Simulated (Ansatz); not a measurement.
**CHBS (triplet): from a generated start to a stationary point**

Aim: relax a generated start of CHBS (triplet) and see which bonds hold.

Program: Ansatz 0.2.0, Gaussian basis. Level of theory: UKS PBE0/def2-TZVP. These are calculated values, not measurements.

## Step 1: Starting geometry

4 atoms, charge 0, spin multiplicity 3.

Atoms are counted from 1 here; the program's logs count them from 0.

Bond lengths: B1–C2 1.420 Å, B1–S3 1.848 Å, C2–S3 1.785 Å, C2–H4 1.067 Å. Angles: C2–B1–S3 64.7°, B1–C2–S3 69.4°, B1–C2–H4 165.3°, S3–C2–H4 125.3°, B1–S3–C2 46.0°.

As a file:

```
atom    x (Å)    y (Å)    z (Å)
  B1  -1.1996  -0.3391   0.0007
  C2  -0.6148   0.9549   0.0011
  S3   0.6485  -0.3064  -0.0007
  H4  -0.4358   2.0063   0.0017
```

The start was built by rule and, where that kept it together, relaxed with GFN2-xTB. Sticks and bond lists go by distance. 

## Step 2: The run

in.yaml reads:

```yaml
crystal:
  periodic: [false, false, false]
  atoms:
    - {symbol: B, position_ang: [-1.199594, -0.339138, 0.000667]}
    - {symbol: C, position_ang: [-0.614847, 0.954905, 0.001109]}
    - {symbol: S, position_ang: [0.648457, -0.306407, -0.000693]}
    - {symbol: H, position_ang: [-0.435776, 2.006340, 0.001689]}
basis:
  gaussian: {orbitals: def2-TZVP}
magnetization: {spin_polarized: true, initial_magnetization: 2}
hamiltonian: {xc: pbe0}
relax: {f_tol: 0.004, max_steps: 80}
```

The run is started by

```
$ ansatz run in.yaml --threads 1 --pin off --events-out ev --progress --plain --max-ram 2176MiB
```

Before running it: what results should come out? Wanted: energy gained; shift from the start; total energy; dipole moment; ⟨S²⟩.

As calculated:

| quantity | value |
| --- | --- |
| steps | 5 |
| energy gained | 0.010 eV |
| shift from the start (rms) | 0.016 Å |
| total energy | -12556.1968 eV |
| dipole moment | 0.96 D |
| ⟨S²⟩ | 2.009 |

What this shows: The bonds of the start are those of the end. C2–S3 went from 1.785 to 1.766 Å. No vibrations were run, so this is a stationary point, not a proven minimum, and this spin need not be the ground state's.
